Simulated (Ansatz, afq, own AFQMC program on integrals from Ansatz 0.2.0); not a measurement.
Integrals from Ansatz 0.2.0, then the random walk in our own AFQMC program (afq).

```yaml
crystal:
  periodic: [false, false, false]
  atoms:
    - {symbol: In, position_ang: [0.000000, -0.028260, 0.000832]}
    - {symbol: H, position_ang: [0.000000, 3.508906, -0.102926]}
    - {symbol: H, position_ang: [0.000000, -0.217012, -2.501496]}
    - {symbol: H, position_ang: [0.000000, -0.072697, 2.509687]}
basis:
  gaussian: {orbitals: def2-SVP}
total_charge: 1
magnetization: {spin_polarized: true, initial_magnetization: 1}
correlation: {method: ccsd_t, electrons: outside_noble_gas, hamiltonian_folder: ham}
```

```sh
$ ansatz run in.yaml --threads 1 --pin off --events-out ev --progress --plain --max-ram 16896MiB --backend cuda --devices 0, --max-vram 18GiB
```

Options of the walk:

```
--method phaseless --trial cisd --walkers 4000 --populations 20 --least-time 60 --time-step 0.005 --steps-per-block 50 --equilibration-blocks 40 --max-blocks 4000 --target-error 0.00027 --factor-cut 1e-05 --start spin_pure --seed 7807 --release-times 0.24,0.51,0.99,1.62,2.4 --release-step 0.03 --release-every 3 --taylor-order 6
```

Times are imaginary, in 1/Eh. The walk had a cap of 122 s. With eight or more populations the least sampling time is a fifth of least-time, and the error comes from their spread. Filled inner d shells are frozen with the cores. Core potentials past Kr, no spin–orbit coupling.

```
orbitals 32  electrons 3 2  factors 215 of 492
reference energy -190.51441007 Eh
CCSD correlation -0.03880764 Eh in 17 cycles, weight of the determinant in the CISD state 0.8393
energy of the start -190.548172 Eh
 block  time / (1/Eh)  mean weight  energy / Eh
     1     0.250  1.0000  -190.550235
     2     0.500  1.0000  -190.551795
     3     0.750  1.0000  -190.553085
     4     1.000  0.9999  -190.554126
     5     1.250  1.0000  -190.554943
    10     2.500  1.0001  -190.557024
    15     3.750  1.0000  -190.558085
    19     4.750  0.9999  -190.558473
    29     7.250  0.9999  -190.558784
    39     9.750  1.0000  -190.558603
    49    12.250  1.0000  -190.558946
    59    14.750  1.0000  -190.558799
    69    17.250  1.0001  -190.558935
    79    19.750  1.0000  -190.558627
    83    20.750  1.0000  -190.559498
    89    22.250  1.0001  -190.558929
error from the spread of 20 populations
released: time / (1/Eh)  energy / Eh  error  mean overlap
  0.24  -190.558827  0.000069  1.0002
  0.51  -190.558939  0.000053  0.9982
  0.99  -190.559042  0.000052  0.9993
  1.62  -190.559133  0.000048  0.9974
  2.40  -190.559241  0.000060  0.9943
energy -190.558788 +/- 0.000062 Eh
(rows thinned)
```

Question: Estimate how long the walk took on 1 × NVIDIA H100 80GB HBM3 with 2 threads of AMD EPYC 7R13 Processor (Zen 3), with other jobs on the host (the card was shared).

Answer: 36 s of wall time.

The run passed its tests (sampling time, drift between the halves within three errors, error under three times the target), which doesn't prove that it has relaxed.

Against this walk (error 1.7 meV) on the same determinant: CCSD(T) 119.0 meV higher, CCSDT(Q) 10.2 meV lower, CCSDTQ 10.1 meV lower, full CI 10.1 meV lower. The error is statistical and leaves out the bias of the constraint. The determinant has ⟨S²⟩ = 1.77, so the low cluster orders mix in higher spin, while the walk starts as a pure doublet. The released energies are still falling (meV from the phaseless value at times in 1/Eh: -1.1 ± 1.9 at 0.24, -4.1 ± 1.4 at 0.51, -6.9 ± 1.4 at 0.99, -9.4 ± 1.3 at 1.62, -12.3 ± 1.6 at 2.40), so they give no level; they do show a bias of the constraint, and the last of them that isn't too noisy lies 2 meV below full CI. Full CI is exact here, so the walk's 10 meV above it is the walk's own error: the bias of the constraint with this trial. The determinant is a poor start (see the cautions), so the low cluster orders aren't to be relied on, and full CI is the sure value.

Cautions: constraint bias not in the error; no spin-orbit coupling; inner d shell frozen; strong correlation (T1 0.050, weight of the determinant 0.84, largest double 0.14); unrestricted determinant spin contaminated (⟨S²⟩ 1.77 against 0.75); CCSD(T) is in doubt: in a space of 5 electrons in 8 natural orbitals full CI lies 126 meV below it.

CCSDT and higher add their correlation energy to the determinant of the CCSD(T) run, since their own runs factorise the integrals more tightly (a shift of under 2 meV). A walk keeps the symmetry of its determinant, which the program's search chose and which needn't be the lowest solution, so a lower state of the same spin and another symmetry isn't excluded.
